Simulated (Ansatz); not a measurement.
## Ansatz (development build ahead of 0.2.0) run

```yaml
crystal:
  periodic: [false, false, false]
  atoms:
    - { symbol: C, position_ang: [0.0, 0.0, 0.672] }
    - { symbol: H, position_ang: [0.0, 0.0, -0.672] }
basis:
  gaussian: { orbitals: STO-3G }
magnetization:
  initial_magnetization: 1
hamiltonian:
  xc: hf
correlation:
  method: ccsd_t
  frozen_orbitals: { C: 1, H: 0 }
```

The input is written out in the form of the current development build from the run's settings. Correlation on restricted open-shell orbitals is semicanonical, with singles.

Output:

```
Converged                       : yes
Reference energy                : -37.74804 hartree
CCSD correlation energy         : -0.05400 hartree
Triples correction              : -0.00002 hartree
Total energy                    : -37.80207 hartree
Spin squared of the determinant : 0.750
```
